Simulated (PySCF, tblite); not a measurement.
**LiHF₂, a complex of two parts: NMR shifts, interaction energy, infrared bands, spin-spin couplings, core binding energies and electronic excitations**

Aim: the NMR shifts, interaction energy, infrared bands, spin-spin couplings, core binding energies and electronic excitations of `[Li][F]` with `F`.

Computed with tblite 0.8.0 and PySCF 2.14.0; each step states its level. No surroundings beyond the atoms listed, unless a continuum is named. Atoms count from 0, parts from 1.

## 1. The system as given

4 atoms, charge 0, multiplicity 1; geometry: rigid parts in contact. Parts: 1 = atoms 0–1, `[Li][F]`, charge 0; 2 = atoms 2–3, `F`, charge 0.

## 2. Docking the parts with GFN2-xTB

The job: settings as JSON, then the geometry in Å.

```
{"job": {"kind": "dock", "xc": "GFN2-xTB", "basis": "xTB"}, "charge": 0, "multiplicity": 1, "parts": [{"atoms": "0-1", "charge": 0, "multiplicity": 1}, {"atoms": "2-3", "charge": 0, "multiplicity": 1}]}
Li     0.381421     0.611461     0.242303
F     -0.381421    -0.611461    -0.242303
F      0.116521    -1.378404     2.395286
H     -0.073400    -1.426732     1.483646
```

Method: GFN2-xTB search for minima from random contacts, gas phase.

Launch:

```bash
> OMP_NUM_THREADS=1 python cluster_run.py task.json out
```

This one command runs all jobs of the session in turn.

**Question.** The jobs that follow are: PBE0-D3(BJ)/def2-TZVPD geometry optimisation, gas phase; GIAO PBE0/pcSseg-3 NMR shielding, non-relativistic, gas phase; CCSD(T)/aug-cc-pVDZ and MP2/aug-cc-pVTZ, aug-cc-pVQZ counterpoise interaction energy, frozen core, gas phase; PBE0-D3(BJ)/def2-TZVPD harmonic vibrations by differences of gradients, gas phase; B3LYP/pcJ-2 indirect spin-spin coupling, non-relativistic, gas phase; delta-SCF UKS SCAN, pcX-2 on the ionised atom, pcseg-1 elsewhere, spin-free X2C; TDDFT CAM-B3LYP/def2-TZVPD, vertical, gas phase, core orbitals frozen in the response. Predict: binding energy (GFN2-xTB); point group; rotational constants (main isotopes); shieldings of H, Li, F (PBE0/pcSseg-3, a mean where the table joins atoms); largest proton shift on binding; interaction energy, CCSD(T) limit estimate; MP2/aug-cc-pVQZ; T1 diagnostic; strongest single infrared mode (PBE0-D3(BJ)/def2-TZVPD); largest coupling of the table (B3LYP/pcJ-2); Li1s binding energies, SCAN/pcX-2; F1s binding energies, SCAN/pcX-2; lowest singlet (CAM-B3LYP/def2-TZVPD); brightest single state of those computed; lowest triplet.

As calculated:

| quantity | value |
| --- | --- |
| binding energy (GFN2-xTB) | -18.86 kcal/mol |
| point group | C2v |
| rotational constants (main isotopes) | 43.50, 10.81, 8.66 GHz |
| shieldings of H, Li, F (PBE0/pcSseg-3, a mean where the table joins atoms) | H3 13.2, Li0 90.3, F1 352.4 ppm |
| largest proton shift on binding | H3, +15.90 ppm |
| interaction energy, CCSD(T) limit estimate | -50.51 kcal/mol |
| MP2/aug-cc-pVQZ | -50.12 kcal/mol |
| T1 diagnostic | 0.0146 |
| strongest single infrared mode (PBE0-D3(BJ)/def2-TZVPD) | 1234 cm⁻¹ |
| largest coupling of the table (B3LYP/pcJ-2) | ²J(F,F) F1–F2, -136.5 Hz |
| Li1s binding energies, SCAN/pcX-2 | Li0 65.01 eV |
| F1s binding energies, SCAN/pcX-2 | F2 691.13 eV |
| lowest singlet (CAM-B3LYP/def2-TZVPD) | 7.82 eV (158 nm), f = 0.013 |
| brightest single state of those computed | state 4, 8.80 eV, f = 0.049 |
| lowest triplet | 7.76 eV |

In words: On relaxing, metal atoms bound new neighbours (Li0–F2, Li0–H3). At its xTB geometry the search ends with the contact H3···F1 (inside the van der Waals sum, 1.33 Å); 6 starts can't prove it the lowest minimum. Further contacts there: Li0···F2 (bond, 1.78 Å), Li0···H3 (bond, 1.65 Å). A later relaxation moves these distances. Over 14 steps the energy fell by 0.107 eV; of the close pairs, F1–H3 changed most, 1.331 to 1.150 Å. At PBE0/pcSseg-3: Shielding is most anisotropic at F1, F2 (span 133 ppm, paramagnetic term -122 ppm). On binding (GIAO PBE0/pcSseg-3 NMR shielding, non-relativistic, gas phase), H3 moves most among the protons, 15.90 ppm downfield. The parts are deformed by 26.53 kcal/mol, far from their own shapes, so the interaction energy overstates the binding by that much, and the relaxed parts may be other isomers. The interaction energy leaves out the deformation of the parts, 26.53 kcal/mol at MP2. So large a deformation means that a part is far from its own minimum, so a sum across the two methods would be rough. No mode is imaginary at PBE0-D3(BJ)/def2-TZVPD; the softest lies at 278 cm⁻¹. Density functionals describe couplings to fluorine poorly, F–F couplings above all, so those rows are rough.
